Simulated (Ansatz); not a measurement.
A nudged elastic band was laid between two geometries of CH2F2 + Cl (6 atoms, charge 0, multiplicity 2).

Level of theory: UKS BHLYP-D4/def2-SVP in Ansatz.

```json
{
 "movable images": "9",
 "climbing image": "yes",
 "spring": "5.0 eV/Å²",
 "optimiser": "fire",
 "start path": "through a guess of the saddle point",
 "force threshold": "0.05 eV/Å",
 "iteration limit": "60",
 "end points": "relaxed"
}
```

First end point:

```xyz
6
Properties=species:S:1:pos:R:3
H 0.110 0.437 0.138
C -0.291 -0.546 -0.117
F 0.657 -1.470 0.081
F -0.641 -0.555 -1.408
Cl 1.331 2.935 0.817
H -1.166 -0.802 0.489
```

Last end point:

```xyz
6
Properties=species:S:1:pos:R:3
H 1.300 1.949 0.110
C -0.276 -0.923 -0.369
F 0.159 -2.051 0.135
F -1.166 -1.125 -1.308
Cl 0.533 2.318 1.064
H -0.550 -0.168 0.368
```

(1) Which bonds break or form, and what moves?

(2) What energy profile does the band end with?

(3) What is the geometry of the highest image?

## Answers

(1) Bonds broken: H1–C2. Bonds formed: H1–Cl5. CH2F2 + Cl becomes CHF2 + ClH.

(2) It converged. The highest image is number 5 of 0 to 10, 9.4 kcal/mol above the first end and 4.6 kcal/mol above the last; the last end lies 4.7 kcal/mol above the first. Another band between the same ends (9 images) ends at a top of the same energy, where a vibrational analysis finds 1 clearly imaginary mode.

```
image  path coordinate (Å)  energy (kcal/mol)  H1–C2 (Å)  H1–Cl5 (Å)
    0                 0.00                0.0       1.09        2.86
    1                 0.22                0.3       1.09        2.62
    2                 0.45                1.5       1.09        2.37
    3                 0.70                2.4       1.10        2.11
    4                 0.96                4.6       1.14        1.81
    5                 1.22                9.4       1.39        1.45
    6                 1.71                6.3       1.89        1.30
    7                 2.19                5.4       2.19        1.29
    8                 2.67                5.0       2.50        1.28
    9                 3.15                4.8       2.88        1.28
   10                 3.62                4.7       3.31        1.28
```

(3) 
```xyz
6
Properties=species:S:1:pos:R:3
H 0.323 0.769 0.208
C -0.229 -0.471 -0.110
F 0.697 -1.367 0.099
F -0.577 -0.428 -1.368
Cl 0.866 2.056 0.600
H -1.080 -0.559 0.572
```

Run time: 16 min on 2 threads of Arm Neoverse V2, on a shared host, peak memory 0.22 GiB.
